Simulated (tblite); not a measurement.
Species: C₅H₁₀N (doublet state).
Structure used (GFN2-xTB), in Å, numbered top down from 1:
```
atom  x, y, z in Å
C1     1.8699   -0.8033    0.9535
N2     1.1148   -0.7478   -0.2036
C3    -0.0161    0.1689   -0.3291
C4     0.3919    1.6040    0.0012
C5    -1.1483   -0.2880    0.5467
C6    -2.3274   -0.6880    0.1024
H7     2.1610    0.1236    1.4048
H8     2.5033   -1.6600    1.0733
H9     0.8935   -1.6654   -0.5696
H10   -0.3267    0.1242   -1.3808
H11   -0.4073    2.2814   -0.2888
H12    0.5697    1.7210    1.0664
H13    1.2957    1.8698   -0.5413
H14   -0.9092   -0.3227    1.6015
H15   -2.5771   -0.6607   -0.9459
H16   -3.0952   -1.0481    0.7654
```

Computed geometry: GFN2-xTB, gas phase. This method treats the open shell by occupation alone, without spin polarisation.

Take the most abundant isotopes and a rigid rotor. The values belong to one conformer with, in the numbering `[CH2:1][NH:2][C@H:3]([CH3:4])[CH:5]=[CH2:6]`, H–C1–N2–C3 -45° and 164°, C1–N2–C3–C4 53°, N2–C3–C5–C6 -116°.

Task: Give the principal moments of inertia and the rotational constants in MHz.

Result: Ia = 95.25, Ib = 196.17, Ic = 247.79 u·Å²; 505379 MHz·u·Å²/I gives A = 5306, B = 2576, C = 2040 MHz.

Task: Classify the top.

Result: An asymmetric top. Ray's parameter κ = (2B − A − C)/(A − C) = -0.671; −1 is the prolate and +1 the oblate limit.

Task: Is it planar, by Δ = Ic − Ia − Ib?

Result: Not planar: Δ = Ic − Ia − Ib = -43.63 u·Å². For a rigid frame Δ = −2 Σ m c², so Σ m c² = 21.81 u·Å² lies off the ab plane: 9.70 from hydrogen and 12.12 from heavier atoms. The atom farthest from that plane is 1.44 Å away.

For this open shell read J as N, the rotation without spin; fine and hyperfine splittings come on top. Its GFN2-xTB frequencies are all real (lowest 65 cm⁻¹). Zero-point vibration and centrifugal distortion are left out.
